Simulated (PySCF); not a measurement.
All values below come from PySCF with PBE0-D3(BJ)/def2-TZVP. Isolated molecules, 0 K electronic values unless said otherwise. One relaxed conformer stands for a flexible species; it need not be the lowest. 

Reference species (SMILES): `[F]` (neutral, multiplicity 2).

| Quantity | Result |
|---|---|
| highest occupied spin orbital | -12.46 eV |

Changed species: `[NH2][In][F]` (radical fragment; the reference has radical fragment).

Q: Predict the effect on the highest occupied spin orbital.

A: the highest occupied spin orbital rises by 5.88 eV, to -6.58 eV.
